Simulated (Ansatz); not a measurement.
in.yaml

```yaml
crystal:
  periodic: [false, false, false]
  atoms:
    - {symbol: Ge, position_ang: [0.023435, 0.004243, 0.293317]}
    - {symbol: B, position_ang: [-0.141439, 0.019280, -1.752584]}
    - {symbol: H, position_ang: [-0.064819, 1.375644, 0.943475]}
    - {symbol: H, position_ang: [1.254495, -0.837646, 0.833290]}
    - {symbol: H, position_ang: [-1.320974, -0.856779, 0.730407]}
    - {symbol: H, position_ang: [0.048761, 0.943145, -2.463094]}
    - {symbol: H, position_ang: [-0.089314, -1.136970, -2.384868]}
basis:
  gaussian: {orbitals: cc-pVDZ}
magnetization: {spin_polarized: false}
correlation: {method: ccsdt_q, electrons: outside_noble_gas}
```

```sh
$ ansatz run in.yaml --threads 1 --pin off --events-out ev --progress --plain --max-ram 2393MiB
```

Log:

```
1296 factors; integrals over basis functions are off by at most 2.2e-7 eV
mean field evaluation 1: about -57221.0563 eV, gradient 1.2e1 eV
mean field evaluation 2: about -57221.0797 eV, gradient 1.2e1 eV
mean field evaluation 4: about -57221.9624 eV, gradient 5.4e-1 eV
mean field evaluation 8: about -57221.9643 eV, gradient 3.4e-4 eV
mean field -57221.96431629 eV, -2102.8684021831 hartree, gradient 2.3e-6 eV, S^2 0.000000; 0 other end points of the search recorded, 0 dependent functions left out
15 core orbitals not correlated: weight in the atoms' cores, before any rotation towards them, 0.999 or more for the frozen orbitals, at most 0.000 for the correlated occupied ones
reference -57221.96431629 eV, -2102.8684021831 hartree; 6, 6 occupied and 45, 45 virtual orbitals, 1296 factors
second order -5.08492730 eV of doubles, -0.00000000 eV of singles
cycle   1  -5.98995943 eV  change   -9.1e-1 eV  update   7.7e-2
cycle   2  -6.44356905 eV  change   -4.5e-1 eV  update   3.1e-2
cycle   3  -6.49305221 eV  change   -4.9e-2 eV  update   1.2e-2
cycle   4  -6.49430604 eV  change   -1.3e-3 eV  update   5.0e-3
cycle   5  -6.49440982 eV  change   -1.0e-4 eV  update   2.6e-3
cycle   6  -6.49381272 eV  change    6.0e-4 eV  update   1.0e-3
cycle   7  -6.49340410 eV  change    4.1e-4 eV  update   4.2e-4
cycle   8  -6.49371905 eV  change   -3.1e-4 eV  update   1.6e-4
cycle   9  -6.49379503 eV  change   -7.6e-5 eV  update   5.2e-5
cycle  10  -6.49375482 eV  change    4.0e-5 eV  update   2.2e-5
cycle  11  -6.49373695 eV  change    1.8e-5 eV  update   1.1e-5
cycle  12  -6.49373930 eV  change   -2.3e-6 eV  update   5.0e-6
cycle  13  -6.49374343 eV  change   -4.1e-6 eV  update   2.6e-6
cycle  14  -6.49374807 eV  change   -4.6e-6 eV  update   1.2e-6
cycle  15  -6.49374872 eV  change   -6.5e-7 eV  update   4.7e-7
perturbative correction -0.00515506 eV, -0.0001894450 hartree
Total energy: -57228.46322006 eV, -2103.1072324918 hartree
```

Ran on 1 thread of Arm Neoverse V2, shared host: 33 s wall, 0.54 GiB peak host memory.
